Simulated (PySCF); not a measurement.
F (SMILES [F+]), charge +1, triplet; CAMB3LYP/6-31G* (PySCF).

The PySCF input:
```python
from pyscf import gto, scf, dft

mol = gto.M(
    atom='''
F     0.000000    0.000000    0.000000
''',
    basis='6-31g*',
    charge=1,
    spin=2,
    verbose=5,
)

mf = dft.ROKS(mol)
mf.xc = 'camb3lyp'
mf.kernel()
mf.analyze()
```

It wrote (shortened):

```
PySCF version 2.14.0

[INPUT] verbose = 5
[INPUT] max_memory = 4000
[INPUT] num. atoms = 1
[INPUT] num. electrons = 8
[INPUT] charge = 1
[INPUT] spin (= nelec alpha-beta = 2S) = 2
[INPUT] symmetry False subgroup None
[INPUT] Mole.unit = angstrom
[INPUT] Symbol           X                Y                Z      unit          X                Y                Z       unit  Magmom
[...]
[INPUT] ---------------- BASIS SET ----------------
[INPUT] l, kappa, [nprim/nctr], expnt,             c_1 c_2 ...
[INPUT] F
[...]
                                1051.36609        0.0139160796
                                239.28569         0.0684053245
                                67.3974453        0.23318576
                                21.5199573        0.471267439
                                7.4031013         0.356618546
[...]
                                4.80830834        -0.146451658
                                1.34406986        1.12868858
[...]
                                4.80830834        0.345912103
                                1.34406986        0.722469957
[...]
nuclear repulsion = 0
number of shells = 6
number of NR pGTOs = 27
number of NR cGTOs = 14
basis = 6-31g*
ecp = {}

******** <class 'pyscf.dft.roks.ROKS'> ********
method = ROKS
initial guess = minao
damping factor = 0
level_shift factor = 0
DIIS = <class 'pyscf.scf.diis.CDIIS'>
diis_start_cycle = 1
diis_space = 8
diis_damp = 0
SCF conv_tol = 1e-09
SCF conv_tol_grad = None
SCF max_cycles = 50
direct_scf = True
direct_scf_tol = 1e-13
num. doubly occ = 3  num. singly occ = 2
XC library pyscf.dft.libxc version 7.1.2
    S. Lehtola, C. Steigemann, M. J. T. Oliveira, and M. A. L. Marques,  SoftwareX 7, 1–5 (2018)
XC functionals = camb3lyp
    T. Yanai, D. P. Tew, and N. C. Handy,  Chem. Phys. Lett. 393, 51 (2004)
radial grids:
    Treutler-Ahlrichs [JCP 102, 346 (1995); DOI:10.1063/1.469408] (M4) radial grids

becke partition: Becke, JCP 88, 2547 (1988); DOI:10.1063/1.454033
pruning grids: <function nwchem_prune>
grids dens level: 3
symmetrized grids: False
atomic radii adjust function: <function treutler_atomic_radii_adjust>
small_rho_cutoff = 0
Set gradient conv threshold to 3.16228e-05
atom F rad-grids = 75, ang-grids = [ 50  50  50  50  50  50  50  50  50  50  50  50  50  50  50  50  50  50
  50  50  50  50  86  86  86  86  86  86  86  86  86 266 266 266 266 266
 266 302 302 302 302 302 302 302 302 302 302 302 302 302 302 302 302 302
 302 302 266 266 266 266 266 266 266 266 266 266 266 266 266 266 266 266
 266 266 266]
tot_boxes 729, boxes in each direction [7 7 7]
Padding 2 grids
tot grids = 14264
nelec by numeric integration = [4.48594213 4.48594213]
E1 = -138.8013833126267  E2 = 39.276027366669744  Ecoul = 49.41584164141774  Exc = -10.139814274748
init E= -99.525355945957
cond(S) = 8.007082841352956
[...]
                  Roothaan           | alpha              | beta
  Highest 2-occ = -0.513331784799457 | -0.513331784799452 | -0.513331784799452
  Lowest 0-occ =    1.17020759959287 |   1.17020759959287 |   1.17020759959287
  1-occ =          -0.51333178479945 | -0.513331784799453 | -0.513331784799453
  1-occ =         -0.513331784799449 | -0.513331784799452 | -0.513331784799452
  Roothaan mo_energy =
[-24.9270351   -1.28996094  -0.51333178  -0.51333178  -0.51333178
   1.1702076    1.1702076    1.1702076    1.33729558   1.85739983
   1.85739983   1.85739983   1.85739983   1.85739983]
nelec by numeric integration = [5. 3.]
E1 = -131.2884189476978  E2 = 32.320088396817724  Ecoul = 41.921283720750054  Exc = -9.601195323932332
cycle= 1 E= -98.9683305508801  delta_E= 0.557  |g|= 0.608  |ddm|= 0.836
[...]
                  Roothaan           | alpha              | beta
  Highest 2-occ =  -1.33162781091523 |  -1.36478671435095 |  -1.29846890745328
  Lowest 0-occ =   0.567898876916265 |  0.505142963829683 |  0.584776300938027
  1-occ =          -1.22402811632264 |  -1.45632445822946 | -0.960770166804804
  1-occ =           -1.2240278200523 |  -1.45632445575515 | -0.960769418656485
  Roothaan mo_energy =
[-26.04928014  -2.0678603   -1.33162781  -1.22402812  -1.22402782
   0.56789888   0.56789921   0.5695929    0.71288801   1.22319369
   1.22319371   1.24312747   1.24312751   1.25272891]
nelec by numeric integration = [5. 3.]
E1 = -133.84383559552057  E2 = 34.8152990566594  Ecoul = 44.85424018792886  Exc = -10.038941131269459
cycle= 2 E= -99.0285365388612  delta_E= -0.0602  |g|= 0.32  |ddm|= 0.45
[...]
                  Roothaan           | alpha              | beta
  Highest 2-occ =  -1.16445834523741 |  -1.11347641005354 |  -1.04293982950992
  Lowest 0-occ =   0.649357779588479 |   0.64520511425142 |  0.731495962462746
  1-occ =           -1.0409510522184 |  -1.21072563820729 | -0.692090931471858
  1-occ =          -1.04095048916621 |  -1.21072563788534 |  -0.69208961601164
  Roothaan mo_energy =
[-25.63218573  -1.9057193   -1.16445835  -1.04095105  -1.04095049
   0.64935778   0.64935821   0.6645127    0.80897199   1.29992464
   1.29992466   1.31967892   1.31967897   1.32912877]
nelec by numeric integration = [5. 3.]
E1 = -133.02978439303246  E2 = 33.980566636568305  Ecoul = 43.8710918664601  Exc = -9.890525229891791
cycle= 3 E= -99.0492177564641  delta_E= -0.0207  |g|= 0.0072  |ddm|= 0.155
[...]
                  Roothaan           | alpha              | beta
  Highest 2-occ =  -1.16223247594111 |  -1.19535956984728 |  -1.12636864485376
  Lowest 0-occ =   0.651228521482981 |  0.599762799696538 |  0.683614724882539
  1-occ =          -1.03794536122939 |  -1.29235843150723 | -0.780476074447124
  1-occ =          -1.03794482329135 |  -1.29235843084106 | -0.780474987211297
  Roothaan mo_energy =
[-25.62736321  -1.90259332  -1.16223248  -1.03794536  -1.03794482
   0.65122852   0.65122895   0.66694152   0.81154968   1.30202453
   1.30202454   1.32140712   1.32140717   1.33073626]
nelec by numeric integration = [5. 3.]
E1 = -133.0200690508036  E2 = 33.97084110951443  Ecoul = 43.859638513255895  Exc = -9.888797403741464
[...]
  Lowest 0-occ =   0.651130808709178 |  0.599164186576982 |  0.683086211306588
  1-occ =          -1.03762201728933 |  -1.29344757900226 | -0.781409422611333
  1-occ =          -1.03762147608094 |  -1.29344757901123 | -0.781408339788703
  Roothaan mo_energy =
[-25.62671726  -1.90240004  -1.16199261  -1.03762202  -1.03762148
   0.65113081   0.65113124   0.66700435   0.8116254    1.30207627
   1.30207628   1.32144242   1.32144247   1.33077465]
nelec by numeric integration = [5. 3.]
E1 = -133.01822671928562  E2 = 33.96899867576652  Ecoul = 43.85747336019067  Exc = -9.888474684424146
cycle= 5 E= -99.0492280435191  delta_E= -1.02e-07  |g|= 1.15e-05  |ddm|= 0.000342
[...]
                  Roothaan           | alpha              | beta
  Highest 2-occ =  -1.16198840658939 |   -1.1964948191275 |  -1.12748061035703
  Lowest 0-occ =   0.651132428292557 |  0.599060306761323 |   0.68298058621097
  1-occ =          -1.03761939755674 |  -1.29363210806656 | -0.781604688725655
  1-occ =          -1.03761885684678 |  -1.29363210807351 | -0.781603607255745
  Roothaan mo_energy =
[-25.62671283  -1.90239707  -1.16198841  -1.0376194   -1.03761886
   0.65113243   0.65113285   0.66700861   0.81162762   1.30207799
   1.30207801   1.32144487   1.32144492   1.33077742]
nelec by numeric integration = [5. 3.]
E1 = -133.0182156982535  E2 = 33.96898765463707  Ecoul = 43.857460724336924  Exc = -9.888473069699856
cycle= 6 E= -99.0492280436164  delta_E= -9.73e-11  |g|= 2.58e-06  |ddm|= 1.77e-05
[...]
                  Roothaan           | alpha              | beta
  Highest 2-occ =  -1.16198860652536 |  -1.19649574505075 |  -1.12748146795062
  Lowest 0-occ =   0.651132375179217 |  0.599059564809367 |  0.682980137071185
  1-occ =          -1.03761956391453 |  -1.29363346644163 | -0.781605635373195
  1-occ =          -1.03761902354845 |  -1.29363346645021 | -0.781604554655933
  Roothaan mo_energy =
[-25.62671333  -1.90239726  -1.16198861  -1.03761956  -1.03761902
   0.65113238   0.6511328    0.66700858   0.81162755   1.30207798
   1.302078     1.32144482   1.32144487   1.33077734]
nelec by numeric integration = [5. 3.]
E1 = -133.01821674728532  E2 = 33.96898870361506  Ecoul = 43.857461967545134  Exc = -9.888473263930072
Extra cycle  E= -99.0492280436703  delta_E= -5.38e-11  |g|= 2.55e-06  |ddm|= 1.46e-05
converged SCF energy = -99.0492280436703
**** SCF Summaries ****
Total Energy =                         -99.049228043670269
Nuclear Repulsion Energy =               0.000000000000000
One-electron Energy =                 -133.018216747285322
Two-electron Energy =                   33.968988703615061
Two-electron Coulomb Energy =           43.857461967545134
DFT Exchange-Correlation Energy =       -9.888473263930072
HOMO-LUMO gap [eV] =                    45.953266202593419
**** MO energy ****
                Roothaan           | alpha              | beta
[...]
 ** MO coefficients (expansion on meta-Lowdin AOs) **
               #1        #2        #3        #4        #5
0 F 1s           0.99999   0.00147  -0.00000   0.00000   0.00000
0 F 2s          -0.00155   0.99963   0.00000  -0.00000  -0.00000
0 F 3s          -0.00302  -0.02676  -0.00000   0.00000  -0.00000
0 F 2px         -0.00000   0.00000  -0.44625   0.82812   0.32152
0 F 2py          0.00000   0.00000   0.42320  -0.11934   0.89154
0 F 2pz          0.00000  -0.00000   0.78386   0.53588  -0.29830
0 F 3px          0.00000  -0.00000   0.03835  -0.09432  -0.03662
0 F 3py         -0.00000  -0.00000  -0.03637   0.01359  -0.10154
0 F 3pz         -0.00000   0.00000  -0.06736  -0.06103   0.03398
0 F 3dxy        -0.00001   0.00166  -0.00000   0.00000   0.00000
0 F 3dyz         0.00002  -0.00291  -0.00000  -0.00000   0.00000
0 F 3dz^2        0.00002  -0.00215  -0.00000  -0.00000   0.00000
0 F 3dxz        -0.00002   0.00307   0.00000  -0.00000   0.00000
0 F 3dx2-y2      0.00000  -0.00009  -0.00000   0.00000   0.00000
               #6        #7        #8        #9        #10
0 F 1s          -0.00000  -0.00000   0.00000   0.00306  -0.00000
0 F 2s           0.00000   0.00000  -0.00000   0.02667  -0.00000
0 F 3s           0.00000   0.00000   0.00000   0.99950   0.00000
0 F 2px          0.09525   0.03412  -0.03835  -0.00000   0.00000
0 F 2py         -0.01092   0.10187   0.03636  -0.00000   0.00000
0 F 2pz          0.06012  -0.03556   0.06737  -0.00000  -0.00000
0 F 3px          0.83630   0.29960  -0.44624  -0.00000   0.00000
0 F 3py         -0.09587   0.89439   0.42315  -0.00000   0.00000
0 F 3pz          0.52783  -0.31224   0.78389  -0.00000  -0.00000
0 F 3dxy         0.00000   0.00000   0.00000   0.00544   0.04429
0 F 3dyz        -0.00000   0.00000   0.00000  -0.00955   0.44896
0 F 3dz^2        0.00000   0.00000  -0.00000  -0.00707  -0.00106
0 F 3dxz         0.00000  -0.00000  -0.00000   0.01007   0.42362
0 F 3dx2-y2      0.00000  -0.00000   0.00000  -0.00029   0.78550
               #11       #12       #13       #14
0 F 1s           0.00000  -0.00000   0.00000  -0.00002
0 F 2s           0.00000  -0.00000   0.00000  -0.00547
0 F 3s          -0.00000   0.00000  -0.00000  -0.01636
0 F 2px          0.00000  -0.00000   0.00000  -0.00000
0 F 2py         -0.00000  -0.00000  -0.00000   0.00000
0 F 2pz         -0.00000   0.00000   0.00000  -0.00000
0 F 3px          0.00000   0.00000  -0.00000  -0.00000
0 F 3py         -0.00000  -0.00000  -0.00000   0.00000
0 F 3pz         -0.00000   0.00000  -0.00000  -0.00000
0 F 3dxy         0.80822  -0.20184   0.44217   0.32946
0 F 3dyz         0.33274   0.59191   0.04837  -0.57872
0 F 3dz^2       -0.32997  -0.29700   0.78697  -0.42840
0 F 3dxz        -0.35374   0.44554   0.35269   0.61025
0 F 3dx2-y2     -0.04542  -0.56762  -0.24172  -0.01748
 ** Mulliken pop on meta-lowdin orthogonal AOs  **
 ** Mulliken pop  **
[...]
 ** Mulliken atomic charges  **
charge of    0F =      1.00000

WARN: System has nonzero charge 1; the dipole moment is origin-dependent.
Location of origin: [0. 0. 0.]

Dipole moment(X, Y, Z, Debye):  0.00000, -0.00000, -0.00000
```
